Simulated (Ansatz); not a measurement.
Two structures of SiNH5, closed shell, reached by relaxing down either side of one saddle point (PBE0-D4/def2-TZVP). Energies are electronic, without zero-point energy. Program: Ansatz 0.2.0. Basis: def2-TZVPP and def2-QZVPP. Cores are frozen in the correlated methods. Extrapolation: Hartree–Fock as exp(−7.88 √X), correlation as X^−2.97. First:

Si1  (-0.491, -0.329, 0.291)
H2  (-0.111, -0.741, 1.667)
N3  (0.775, 0.651, -0.336)
H4  (1.728, 0.332, -0.277)
H5  (-1.731, 0.489, 0.317)
H6  (-0.796, -1.574, -0.476)
H7  (0.627, 1.171, -1.186)
(Å)

Second:

| atom | x (Å) | y (Å) | z (Å) |
| --- | --- | --- | --- |
| Si1 | -0.6832 | 0.1254 | -0.5175 |
| H2 | 0.8107 | -1.0746 | 2.0900 |
| N3 | 0.2122 | 1.2145 | -1.2582 |
| H4 | 1.1612 | -0.4526 | 1.8679 |
| H5 | -1.6128 | 0.5866 | 0.5327 |
| H6 | -0.7509 | -1.3483 | -0.7283 |
| H7 | 0.8628 | 0.9492 | -1.9866 |

Question: Which bonds change from the first to the second?

Answer: SiNH₅ ([NH2][SiH3]) → SiNH₃ ([NH][SiH2]) + H₂; bonds formed: H2–H4; bonds broken: Si1–H2, N3–H4.

Question: Give the saddle point's structure and its height above each. (An estimate is asked for; the value comes from the calculation.)

Answer: By the calculation: 3.631 eV above the first and 1.199 eV above the second (CCSD(T) at an estimated basis limit (MP2 extrapolated from triple and quadruple zeta, plus CCSD(T) − MP2 in triple zeta)).
```
7
angstrom
Si -0.5463 -0.1012 -0.0668
H 0.4939 -0.5530 1.2974
N 0.5900 0.9225 -0.6246
H 0.9243 0.0012 0.6759
H -1.6886 0.3954 0.7410
H -0.8494 -1.4902 -0.5206
H 1.0762 0.8255 -1.5024
```

The T1 diagnostic stays at or below 0.018.

Labels in which every atom is bracketed show which atoms are joined, not bond orders.

For scale, one of the runs: CCSD(T)/def2-TZVPP, 143 basis functions, launched by `ansatz run in.yaml --threads 2 --pin off --events-out ev --progress --plain --max-ram 4352MiB`. The run took 11 s on 2 CPU threads of an Intel Xeon Platinum 8375C (shared host), with 0.8 GiB of host memory at its peak.
